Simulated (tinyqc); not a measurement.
Pariser-Parr-Pople SCF with singles CI, for the molecule C=C(O)F (SMILES; centres numbered as the heavy atoms are written), step by step. One step of it, computed by the program tinyqc.

Problem. Iteration 1: Fock matrix. F_rr = H_rr + P_rr gamma_rr / 2 + sum_(s != r) P_ss gamma_rs; F_rs = H_rs - P_rs gamma_rs / 2; E = tr P (H + F) / 2 + core repulsion sum_(r<s) z_r z_s gamma_rs.

P at the start, lower triangle:
```
           1C        2C         3O        4F
1C   0.081023
2C   0.389378  1.920992
3O  -0.050894  0.010327   1.998650
4F  -0.035726  0.007249  -0.000947  1.999335
```

core matrix H (eV), lower triangle:
```
            1C          2C          3O          4F
1C  -41.036064
2C   -2.530000  -53.506116
3O    0.000000   -2.380000  -58.731425
4F    0.000000   -2.220000    0.000000  -64.718801
```

repulsion gamma_rs (eV), lower triangle:
```
           1C         2C         3O         4F
1C  11.130000
2C   7.554960  11.130000
3O   5.581945   8.702432  21.500000
4F   5.578607   8.693146   5.723524  21.400000
```

Centres (angstrom, eV; a flat drawing with bonds scaled to 1.40 angstrom):

| centre | x | y | core charge z | W | gamma_rr |
|---|---|---|---|---|---|
| 1C | -1.212000 | -0.700000 | 1 | 11.160000 | 11.130000 |
| 2C | 0.000000 | 0.000000 | 1 | 11.160000 | 11.130000 |
| 3O | 1.212000 | -0.700000 | 2 | 33.000000 | 21.500000 |
| 4F | 0.000000 | 1.400000 | 2 | 39.000000 | 21.400000 |

Give: F; pi energy.

Solution.

F (eV), lower triangle:
```
         1C       2C       3O        4F
1C  -3.7623
2C  -4.0009  -7.4300
3O   0.1420  -2.4249  -8.6331
4F   0.0996  -2.2515   0.0027  -14.7351
```

pi energy = -122.1649 eV
